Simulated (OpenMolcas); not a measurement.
BF (SMILES [B]F): methods side by side

BF has 2 atoms, charge 0, and is taken as a singlet. SMILES: `[B]F`. The coordinates come from a PBE0-D4/def2-TZVP relaxation.

```xyz
2

B     0.0000    0.0000   -0.0094
F     0.0000    0.0000    1.2537
```

Each level gives the dipole moment (D). The values are calculated.

| level | kind | program | value (D) |
| --- | --- | --- | --- |
| HF/def2-TZVPPD | Hartree–Fock | OpenMolcas | 0.87 |
| SVWN5/def2-TZVPPD | LDA | OpenMolcas | 1.07 |
| BLYP/def2-TZVPPD | GGA | OpenMolcas | 1.03 |
| PBE/def2-TZVPPD | GGA | OpenMolcas | 1.07 |
| M06-L/def2-TZVPPD | meta-GGA | OpenMolcas | ? |
| TPSS/def2-TZVPPD | meta-GGA | OpenMolcas | ? |
| r2SCAN/def2-TZVPPD | meta-GGA | OpenMolcas | 1.09 |
| BHLYP/def2-TZVPPD | global hybrid | OpenMolcas | 0.90 |

(1) Estimate what the levels marked ? give.

Results:

(1) As computed at these levels: M06-L/def2-TZVPPD: 1.11 D; TPSS/def2-TZVPPD: 1.08 D. The values span 0.87 to 1.11 D. Magnitudes only: a small dipole may point the other way at some levels.
